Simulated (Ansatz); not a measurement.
C3H4, SMILES `C1=CC1` (charge 0, multiplicity 1).

Z-matrix (Å, degrees):
```
C
H 1 1.0905
H 1 1.0905 2 113.61
C 1 1.4980 2 119.64 3 -150.38
C 4 1.2871 1 64.56 2 -105.68
H 4 1.0763 5 149.84 1 -180.00
H 5 1.0763 4 149.84 6 0.01
```
Charge 0, spin multiplicity 1.

Frozen-core energies in 6-31g from Ansatz (a first-principles code) at a geometry from PBE0-D3(BJ)/def2-TZVP; the HF reference has <S^2> = 0.00 (restricted, and unstable towards unrestricted orbitals) and the T1 diagnostic is 0.009.

```json
[
 {"level": "HF", "energy (Ha)": "-115.76554"},
 {"level": "MP2", "energy (Ha)": "-116.03399"},
 {"level": "CCSD", "energy (Ha)": "-116.06325"},
 {"level": "CCSD(T)", "energy (Ha)": "-116.07207"}
]
```

Q: Estimate the energies of CCSDT, CCSDT(Q) and CCSDTQ, and give each level's difference from CCSDTQ.

A: 
```csv
level,energy (Ha),difference from CCSDTQ (mHa)
MP2,-116.03399,39.26
CCSD,-116.06325,10.00
CCSD(T),-116.07207,1.18
CCSDT,-116.07245,0.80
CCSDT(Q),-116.07332,-0.07
CCSDTQ,-116.07325,0.00
```
